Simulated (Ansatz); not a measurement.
**Cyclo-(H2SiNH)2 (Si₂N₂H₆): the relaxed shape and its frontier levels**

What does cyclo-(H2SiNH)2 (Si₂N₂H₆) look like as a singlet, and where do its frontier electrons sit?

The runs use Ansatz 0.2.0, Gaussian basis; RKS PBE0-D4/def2-TZVP.

Levels to be run: relaxation at PBE-D4/def2-SVP; a search for the lowest solution at PBE0-D4/def2-SVP; a single point at PBE0-D4/def2-TZVP.

## Step 1: The system as given

10 atoms, charge 0, spin multiplicity 1.

Atoms are counted from 1 here; the program's logs count them from 0.

Bond lengths: Si1–H2 1.461 Å, Si1–H3 1.461 Å, Si1–N4 1.740 Å, Si1–N8 1.739 Å, N4–Si5 1.739 Å, N4–H9 1.002 Å, Si5–H6 1.461 Å, Si5–H7 1.461 Å, Si5–N8 1.739 Å, N8–H10 1.002 Å. Angles: H2–Si1–H3 113.4°, H2–Si1–N4 114.1°, H2–Si1–N8 114.6°, H3–Si1–N4 114.5°, H3–Si1–N8 114.0°, N4–Si1–N8 82.8°, Si1–N4–Si5 97.2°, Si1–N4–H9 131.4°, Si5–N4–H9 131.4°, N4–Si5–H6 114.0° and more.

As a file:

```xyz
10
H6N2Si2
Si    0.9304    0.9100   -0.0898
H     0.6767    2.2730   -0.5501
H     2.3272    0.6652    0.2605
N    -0.2192    0.3307    1.0801
Si   -0.9297   -0.9105    0.0902
H    -2.3272   -0.6665   -0.2583
H    -0.6744   -2.2739    0.5487
N     0.2201   -0.3315   -1.0796
H    -0.3870    0.5961    2.0314
H     0.3832   -0.5924   -2.0330
```

The start is a GFN2-xTB geometry.

## Step 2: Relaxation at PBE-D4/def2-SVP

The input, in.yaml:

```yaml
crystal:
  periodic: [false, false, false]
  atoms:
    - {symbol: Si, position_ang: [0.930360, 0.909950, -0.089830]}
    - {symbol: H, position_ang: [0.676740, 2.272960, -0.550130]}
    - {symbol: H, position_ang: [2.327210, 0.665220, 0.260470]}
    - {symbol: N, position_ang: [-0.219230, 0.330680, 1.080110]}
    - {symbol: Si, position_ang: [-0.929720, -0.910550, 0.090180]}
    - {symbol: H, position_ang: [-2.327230, -0.666540, -0.258300]}
    - {symbol: H, position_ang: [-0.674430, -2.273910, 0.548700]}
    - {symbol: N, position_ang: [0.220130, -0.331530, -1.079580]}
    - {symbol: H, position_ang: [-0.387040, 0.596140, 2.031410]}
    - {symbol: H, position_ang: [0.383220, -0.592420, -2.033030]}
basis:
  gaussian: {orbitals: def2-SVP}
hamiltonian: {xc: pbe, dispersion: d4}
scf: {omitted_lower_state_checks: [starts]}
output: {orbitals: {seedname: orbitals}}
relax: {f_tol: 0.02, max_steps: 100}
```

The run is started by

```console
$ ansatz run in.yaml --threads 2 --pin off --events-out ev --progress --plain --max-ram 4352MiB
```

The runs that follow: Searching for the lowest solution, PBE0-D4/def2-SVP; Single point, PBE0-D4/def2-TZVP.

Before running them: what should the planned runs give, taken together? Wanted: point group; commonest bond, hydrogen aside; HOMO, LUMO at PBE0-D4/def2-TZVP; dipole at PBE-D4/def2-SVP.

The runs gave:

| quantity | value |
| --- | --- |
| point group | C2h |
| commonest bond, hydrogen aside | N–Si, 4 of mean length 1.763 Å |
| HOMO, LUMO at PBE0-D4/def2-TZVP | -7.30, -0.40 eV |
| dipole at PBE-D4/def2-SVP | 0.00 D |

What this shows: The molecule keeps its bonding pattern by the stored test; the atoms moved 0.14 Å (rms). No usable vibrations, so a minimum isn't proven. The HOMO lies nearest to N4, N8 about 23 % each; 4 H atoms about 11 % each and the LUMO to Si1, Si5 about 14 % each; 4 H atoms about 11 % each.
